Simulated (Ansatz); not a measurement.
The first iterations of a band of C3H4 + CH3 (11 atoms, charge 0, multiplicity 2).

Computed with Ansatz, UKS PBE0/def2-SVP.

```json
{"movable images": "7", "climbing image": "yes", "spring": "5.0 eV/Å²", "optimiser": "quadratic models (default)", "start path": "through a guess of the saddle point", "force threshold": "0.05 eV/Å", "iteration limit": "60", "end points": "relaxation not finished"}
```

First end point:

```xyz
11
Properties=species:S:1:pos:R:3
C -0.850 0.562 -0.907
C 0.232 1.285 -1.043
C 1.312 2.009 -1.182
C -0.404 -2.251 1.828
H -1.710 0.930 -0.339
H -0.928 -0.434 -1.356
H 1.425 2.702 -2.023
H 2.133 1.948 -0.461
H -1.143 -2.311 2.627
H -0.234 -1.305 1.308
H 0.167 -3.137 1.549
```

Last end point:

```xyz
11
Properties=species:S:1:pos:R:3
C -0.917 -0.175 -0.276
C -0.032 0.831 -0.879
C 1.187 1.313 -0.769
C -0.273 -0.966 0.865
H -1.833 0.327 0.084
H -1.259 -0.867 -1.067
H 1.556 2.114 -1.419
H 1.897 0.932 -0.016
H -0.981 -1.701 1.276
H 0.037 -0.299 1.683
H 0.618 -1.509 0.516
```

| iteration | highest image above the first end (eV) | largest band force component (eV/Å) |
| --- | --- | --- |
| 1 | 1.488 | 13.847 |
| 2 | 0.295 | 2.286 |
| 3 | 0.412 | 2.957 |
| 4 | 0.244 | 2.135 |
| 5 | 0.178 | 1.951 |
| 6 | 0.303 | 0.796 |
| 7 | 0.481 | 2.448 |
| 8 | 0.262 | 1.429 |
| 9 | 0.610 | 7.095 |
| 10 | 0.243 | 2.591 |
| 11 | 0.197 | 0.965 |
| 12 | 0.537 | 3.248 |
| 13 | 0.226 | 1.371 |
| 14 | 0.179 | 1.402 |
| 15 | 0.136 | 1.035 |
| 16 | 0.097 | 0.500 |
| 17 | 0.105 | 0.407 |
| 18 | 0.264 | 3.066 |
| 19 | 0.096 | 1.613 |
| 20 | 0.095 | 1.225 |

Does the band converge within its limit, and where does its top end?

The run ended unconverged. It ended after 60 iterations with the highest image 0.397 eV above the first end. The band didn't meet its force threshold, so its energies are provisional: the largest band force was still 1.88 eV/Å, and over the last iterations the top moved between 0.40 and 0.53 eV. The end points aren't both relaxed to the band's threshold either.

Run time: 15 min on 2 threads of AMD EPYC 7B13 (Zen 3), with other jobs on the host, peak memory 0.25 GiB.
